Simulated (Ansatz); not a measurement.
A run of Ansatz (development build ahead of 0.2.0) on triplet C6H6 at this shape:

```yaml
atoms:
  - { symbol: C, position_ang: [1.2079, 0.0000, 0.0000] }
  - { symbol: C, position_ang: [0.3733, 1.1488, 0.0000] }
  - { symbol: C, position_ang: [-0.9772, 0.7100, 0.0000] }
  - { symbol: C, position_ang: [-0.9772, -0.7100, 0.0000] }
  - { symbol: C, position_ang: [0.3733, -1.1488, 0.0000] }
  - { symbol: C, position_ang: [2.6179, 0.0000, 0.0000] }
  - { symbol: H, position_ang: [3.1679, 0.9300, 0.0000] }
  - { symbol: H, position_ang: [3.1679, -0.9300, 0.0000] }
  - { symbol: H, position_ang: [0.7086, 2.1807, 0.0000] }
  - { symbol: H, position_ang: [-1.8550, 1.3478, 0.0000] }
  - { symbol: H, position_ang: [-1.8550, -1.3478, 0.0000] }
  - { symbol: H, position_ang: [0.7086, -2.1807, 0.0000] }
```

Its results:

```yaml
Converged: yes
Total_energy: -231.68518 hartree
Spin_squared_of_the_determinant: 2.033
Stability_test: minimum
```

(1) Which input gives this output? Name the method, the orbitals and the basis set, and write the input.

Answers

(1) PBE0 (unrestricted) in def2-SVP.

```yaml
crystal:
  periodic: [false, false, false]
  atoms:
    - { symbol: C, position_ang: [1.20792, 0.0, 0.0] }
    - { symbol: C, position_ang: [0.37327, 1.1488, 0.0] }
    - { symbol: C, position_ang: [-0.97723, 0.71, 0.0] }
    - { symbol: C, position_ang: [-0.97723, -0.71, 0.0] }
    - { symbol: C, position_ang: [0.37327, -1.1488, 0.0] }
    - { symbol: C, position_ang: [2.61792, 0.0, 0.0] }
    - { symbol: H, position_ang: [3.16792, 0.93, 0.0] }
    - { symbol: H, position_ang: [3.16792, -0.93, 0.0] }
    - { symbol: H, position_ang: [0.70855, 2.1807, 0.0] }
    - { symbol: H, position_ang: [-1.85501, 1.34775, 0.0] }
    - { symbol: H, position_ang: [-1.85501, -1.34775, 0.0] }
    - { symbol: H, position_ang: [0.70855, -2.1807, 0.0] }
basis:
  gaussian: { orbitals: def2-SVP }
magnetization:
  spin_polarized: true
  initial_magnetization: 2
hamiltonian:
  xc: pbe0
```

Caution: another spin multiplicity may lie lower.
